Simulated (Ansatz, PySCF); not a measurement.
C6H6, SMILES c1ccccc1. Atoms are numbered in the order given.

```xyz
12

C     -1.3993     0.0000     0.0000
C     -0.6997    -1.2119     0.0000
C      0.6997    -1.2119     0.0000
C      1.3993     0.0000     0.0000
C      0.6997     1.2119     0.0000
C     -0.6997     1.2119     0.0000
H     -2.4921     0.0000     0.0000
H     -1.2461    -2.1582     0.0000
H      1.2461    -2.1582     0.0000
H      2.4921     0.0000     0.0000
H      1.2461     2.1582     0.0000
H     -1.2461     2.1582     0.0000
```

Coordinates come from a TPSSh-D3(BJ)/def2-SVP optimisation.

Two levels are set side by side: PBE-D3(BJ)/def2-SVP (Ansatz, a program for electronic structure) and TPSSh-D3(BJ)/def2-SVP (PySCF). Each level has its own optimised geometry; the coordinates shown are those of the second. Frequencies come from the Hessian of PySCF at each geometry. Differences are taken from unrounded values.

```json
[
 {"quantity": "mean bond length (Å)", "TPSSh-D3(BJ)": "1.246"},
 {"quantity": "bond C1–C2 (Å)", "TPSSh-D3(BJ)": "1.399"},
 {"quantity": "bond C1–C6 (Å)", "TPSSh-D3(BJ)": "1.399"},
 {"quantity": "bond C2–C3 (Å)", "TPSSh-D3(BJ)": "1.399"},
 {"quantity": "bond C3–C4 (Å)", "TPSSh-D3(BJ)": "1.399"},
 {"quantity": "bond C4–C5 (Å)", "TPSSh-D3(BJ)": "1.399"},
 {"quantity": "bond C5–C6 (Å)", "TPSSh-D3(BJ)": "1.399"},
 {"quantity": "bond C1–H7 (Å)", "TPSSh-D3(BJ)": "1.093"},
 {"quantity": "bond C2–H8 (Å)", "TPSSh-D3(BJ)": "1.093"},
 {"quantity": "bond C3–H9 (Å)", "TPSSh-D3(BJ)": "1.093"},
 {"quantity": "bond C4–H10 (Å)", "TPSSh-D3(BJ)": "1.093"},
 {"quantity": "bond C5–H11 (Å)", "TPSSh-D3(BJ)": "1.093"},
 {"quantity": "bond C6–H12 (Å)", "TPSSh-D3(BJ)": "1.093"},
 {"quantity": "highest harmonic wavenumber (cm⁻¹)", "TPSSh-D3(BJ)": "3203"},
 {"quantity": "mean harmonic wavenumber (cm⁻¹)", "TPSSh-D3(BJ)": "1470"},
 {"quantity": "zero-point energy (kcal/mol)", "TPSSh-D3(BJ)": "63.06"}
]
```

**Question.** What does PBE-D3(BJ) give, and how far is it from TPSSh-D3(BJ)? (Estimate from the structure and the level; the computed values follow.)

**Answer.** 
```json
[
 {"quantity": "mean bond length (Å)", "PBE-D3(BJ)": "1.253", "PBE-D3(BJ) minus TPSSh-D3(BJ)": "0.007"},
 {"quantity": "bond C1–C2 (Å)", "PBE-D3(BJ)": "1.404", "PBE-D3(BJ) minus TPSSh-D3(BJ)": "0.005"},
 {"quantity": "bond C1–C6 (Å)", "PBE-D3(BJ)": "1.404", "PBE-D3(BJ) minus TPSSh-D3(BJ)": "0.005"},
 {"quantity": "bond C2–C3 (Å)", "PBE-D3(BJ)": "1.404", "PBE-D3(BJ) minus TPSSh-D3(BJ)": "0.005"},
 {"quantity": "bond C3–C4 (Å)", "PBE-D3(BJ)": "1.404", "PBE-D3(BJ) minus TPSSh-D3(BJ)": "0.005"},
 {"quantity": "bond C4–C5 (Å)", "PBE-D3(BJ)": "1.404", "PBE-D3(BJ) minus TPSSh-D3(BJ)": "0.005"},
 {"quantity": "bond C5–C6 (Å)", "PBE-D3(BJ)": "1.404", "PBE-D3(BJ) minus TPSSh-D3(BJ)": "0.005"},
 {"quantity": "bond C1–H7 (Å)", "PBE-D3(BJ)": "1.101", "PBE-D3(BJ) minus TPSSh-D3(BJ)": "0.008"},
 {"quantity": "bond C2–H8 (Å)", "PBE-D3(BJ)": "1.101", "PBE-D3(BJ) minus TPSSh-D3(BJ)": "0.008"},
 {"quantity": "bond C3–H9 (Å)", "PBE-D3(BJ)": "1.101", "PBE-D3(BJ) minus TPSSh-D3(BJ)": "0.008"},
 {"quantity": "bond C4–H10 (Å)", "PBE-D3(BJ)": "1.101", "PBE-D3(BJ) minus TPSSh-D3(BJ)": "0.008"},
 {"quantity": "bond C5–H11 (Å)", "PBE-D3(BJ)": "1.101", "PBE-D3(BJ) minus TPSSh-D3(BJ)": "0.008"},
 {"quantity": "bond C6–H12 (Å)", "PBE-D3(BJ)": "1.101", "PBE-D3(BJ) minus TPSSh-D3(BJ)": "0.008"},
 {"quantity": "highest harmonic wavenumber (cm⁻¹)", "PBE-D3(BJ)": "3137", "PBE-D3(BJ) minus TPSSh-D3(BJ)": "-66"},
 {"quantity": "mean harmonic wavenumber (cm⁻¹)", "PBE-D3(BJ)": "1434", "PBE-D3(BJ) minus TPSSh-D3(BJ)": "-36"},
 {"quantity": "zero-point energy (kcal/mol)", "PBE-D3(BJ)": "61.51", "PBE-D3(BJ) minus TPSSh-D3(BJ)": "-1.54"}
]
```

GGA bonds tend to be longer and softer than those of functionals with exact exchange. Differences between two approximate levels are no errors against the true value.
